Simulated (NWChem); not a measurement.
System: NO cation

```xyz
2

N      0.0000     0.0000    -0.5714
O      0.0000     0.0000     0.5013
```
Atoms are numbered in this order, from 1.

All runs use the structure optimised with B3LYP/6-31G* (spherical d).

Task: List the 4 lowest vertical singlet excitations from PBE/def2-TZVPD, TDA (NWChem).

Result: 
```tsv
state	energy (eV)	oscillator strength	leading excitation (squared amplitude)
S1	9.85	0.016	HOMO → LUMO (0.97)
S2	9.85	0.016	HOMO → LUMO+1 (0.97)
S3	10.61	0.000	HOMO−2 → LUMO+1 (0.50)
S4	11.15	0.000	HOMO−2 → LUMO+1 (0.49)
```
